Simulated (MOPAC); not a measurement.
MOPAC input (PM3):

```
PM3 PRECISE GNORM=0.05 LET XYZ UHF MS=0.5 GEO-OK AUX(PRECISION=9) THREADS=1
C4H3O

O    -0.00967373 1    0.04563775 1    1.10330363 1
C     0.00178170 1    1.15541318 1    0.29161270 1
C    -0.00658038 1   -1.04837760 1    0.29156764 1
C     0.01154327 1    0.72839088 1   -0.98368653 1
C     0.00648472 1   -0.69033507 1   -1.02009325 1
H     0.00104465 1    2.11115768 1    0.78054654 1
H    -0.01464815 1   -2.00173065 1    0.79019247 1
H     0.01161747 1   -1.34507735 1   -1.87357137 1
```

Problem. What heat of formation does the run end on?

Solution. 56.97 kcal/mol.

The determinant is spin-contaminated: <S^2> is 1.10 against 0.75 for a pure state.
